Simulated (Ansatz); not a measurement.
The input, for Ansatz 0.2.0:

```yaml
crystal:
  periodic: [false, false, false]
  atoms:
    - {symbol: C, position_ang: [0.005418, 0.006783, 0.673142]}
    - {symbol: C, position_ang: [0.004585, -0.009359, -0.660987]}
    - {symbol: H, position_ang: [0.052549, 0.973131, 1.188862]}
    - {symbol: H, position_ang: [-0.050228, -0.936044, 1.218664]}
    - {symbol: H, position_ang: [-0.092612, 0.926496, -1.294773]}
    - {symbol: H, position_ang: [-0.028902, -0.932883, -1.257589]}
basis:
  gaussian: {orbitals: def2-mTZVP}
magnetization: {spin_polarized: false}
hamiltonian: {pseudopotentials: {relativity: scalar}}
correlation: {method: bccd_t, electrons: outside_noble_gas, diis_vectors: 1}
scf: {lower_state_search: off}
output: {forces: true}
```

```sh
$ ansatz run in.yaml --threads 1 --pin off --events-out ev --progress --plain --max-ram 2176MiB
```

Log:

```
these checks for a lower state are left out or cut short: starts, cluster_reference, orbital_swaps, neighbouring_geometries, increment
496 factors; integrals over basis functions are off by at most 1.4e-3 eV
mean field evaluation 1: about -2123.0480 eV, gradient 2.4e1 eV
mean field evaluation 2: about -2123.0543 eV, gradient 2.4e1 eV
mean field evaluation 4: about -2124.5534 eV, gradient 1.9e0 eV
mean field evaluation 8: about -2124.5652 eV, gradient 8.5e-5 eV
mean field -2124.56521324 eV, -78.0763315045 hartree, gradient 9.5e-6 eV, S^2 0.000000; 0 other end points of the search recorded, 0 dependent functions left out; unrestricted orbitals would lower it
2 core orbitals not correlated: weight in the atoms' cores, before any rotation towards them, 1.000 or more for the frozen orbitals, at most 0.000 for the correlated occupied ones
reference -2124.56521324 eV, -78.0763315045 hartree; 6, 6 occupied and 42, 42 virtual orbitals, 496 factors
second order -7.21556530 eV of doubles, -0.00000000 eV of singles
cycle   1  -7.60262413 eV  change   -3.9e-1 eV  update   6.8e-2
cycle   2  -7.85455126 eV  change   -2.5e-1 eV  update   2.5e-2
cycle   3  -7.88641135 eV  change   -3.2e-2 eV  update   1.1e-2
cycle   4  -7.91577978 eV  change   -2.9e-2 eV  update   4.9e-3
cycle   5  -7.91578108 eV  change   -1.3e-6 eV  update   2.2e-3
cycle   6  -7.92004630 eV  change   -4.3e-3 eV  update   1.0e-3
cycle   7  -7.92015529 eV  change   -1.1e-4 eV  update   5.0e-4
cycle   8  -7.92108436 eV  change   -9.3e-4 eV  update   2.2e-4
cycle   9  -7.92108696 eV  change   -2.6e-6 eV  update   1.0e-4
cycle  10  -7.92126192 eV  change   -1.7e-4 eV  update   4.9e-5
cycle  11  -7.92127330 eV  change   -1.1e-5 eV  update   2.5e-5
cycle  12  -7.92131094 eV  change   -3.8e-5 eV  update   1.3e-5
cycle  13  -7.92131685 eV  change   -5.9e-6 eV  update   6.7e-6
cycle  14  -7.92132466 eV  change   -7.8e-6 eV  update   3.5e-6
cycle  15  -7.92132726 eV  change   -2.6e-6 eV  update   1.9e-6
perturbative correction -0.32023524 eV, -0.0117684281 hartree
the calculation of the forces begins
Total energy: -2132.80677574 eV, -78.3792033401 hartree
Relativity: scalar
Atom 0 at     0.005418     0.006783     0.673142 Å, force    -0.031340     0.222654    -0.136529 eV/Å
Atom 1 at     0.004585    -0.009359    -0.660987 Å, force    -0.468491     0.718215    -1.593083 eV/Å
Atom 2 at     0.052549     0.973131     1.188862 Å, force    -0.125190    -0.521076     0.162535 eV/Å
Atom 3 at    -0.050228    -0.936044     1.218664 Å, force     0.222773     0.342921     0.209500 eV/Å
Atom 4 at    -0.092612     0.926496    -1.294773 Å, force     0.401887    -1.002887     0.946794 eV/Å
Atom 5 at    -0.028902    -0.932883    -1.257589 Å, force     0.000360     0.240173     0.410784 eV/Å
Dipole moment:    -0.021105    -0.004232    -0.001445 e Å
Checks for a lower state left out: starts, cluster_reference, orbital_swaps, neighbouring_geometries, increment
```

Forces (eV/Å):
```
C   -0.031  0.223 -0.137
C   -0.468  0.718 -1.593
H   -0.125 -0.521  0.163
H    0.223  0.343  0.209
H    0.402 -1.003  0.947
H    0.000  0.240  0.411
```

Ran on 1 thread of Arm Neoverse V2, shared host: 1.9 s wall, 0.16 GiB peak host memory.
